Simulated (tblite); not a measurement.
Compound: C4H3OS (doublet state).
Z-matrix (Å and degrees, GFN2-xTB geometry), rows numbered from 1:
```
S 
C   1  1.7502
C   2  1.3687  1  130.59
C   3  1.4045  2  103.37  1   179.97
C   4  1.3481  3  109.68  2     0.01
O   2  1.3504  1  117.51  3   179.98
H   1  1.3312  2   93.67  3  -179.78
H   3  1.0680  2  127.48  1     0.01
H   5  1.0687  4  133.88  3  -180.00
```

Structure optimised with GFN2-xTB, isolated species. This method treats the open shell by occupation alone, without spin polarisation.

Masses are those of the commonest isotopes; rigid-rotor values at the optimised geometry. The values belong to one conformer with, in the numbering `[SH:1][c:2]1[cH:3][c:4][cH:5][o:6]1`, H–S1–C2–C3 180°.

Problem. What are A, B and C (MHz)?

Solution. Ia = 54.91, Ib = 224.00, Ic = 278.91 u·Å²; 505379 MHz·u·Å²/I gives A = 9204, B = 2256, C = 1812 MHz.

Problem. Classify the top.

Solution. An asymmetric top: κ = (2 × 2256 − 9204 − 1812)/(9204 − 1812) = -0.88.

Problem. Is it planar, by Δ = Ic − Ia − Ib?

Solution. Planar: Δ = Ic − Ia − Ib = 0.00 u·Å². For a rigid frame Δ = −2 Σ m c², so it vanishes when all atoms lie in the ab plane; here none is more than 0.01 Å from it.

Problem. Give the coordinates in the principal-axis frame, origin at the centre of mass.

Solution. The sense of each axis is arbitrary; atoms in the order of the calculation.
```csv
atom,mass (u),a (Å),b (Å),c (Å)
S1,31.972,1.911,-0.015,0.000
C2,12.000,0.165,-0.133,0.000
C3,12.000,-0.653,-1.230,0.000
C4,12.000,-1.943,-0.673,0.000
C5,12.000,-1.857,0.672,0.000
O6,15.995,-0.538,1.020,0.000
H7,1.008,1.906,1.317,0.005
H8,1.008,-0.362,-2.258,0.000
H9,1.008,-2.578,1.460,0.000
```

Problem. Estimate the classical rotational partition function at 25 K, 50 K and 200 K.

Solution. Point group Cs, symmetry number σ = 1; q = (√π/σ)·√((kT/h)³/(ABC)), k/h = 20836.6 MHz/K: 3440 at 25 K, 9720 at 50 K, 77700 at 200 K.

For this open shell read J as N, the rotation without spin; fine and hyperfine splittings come on top. Its GFN2-xTB frequencies are all real (lowest 84 cm⁻¹). Zero-point vibration and centrifugal distortion are left out.

All values are computed, not measured.
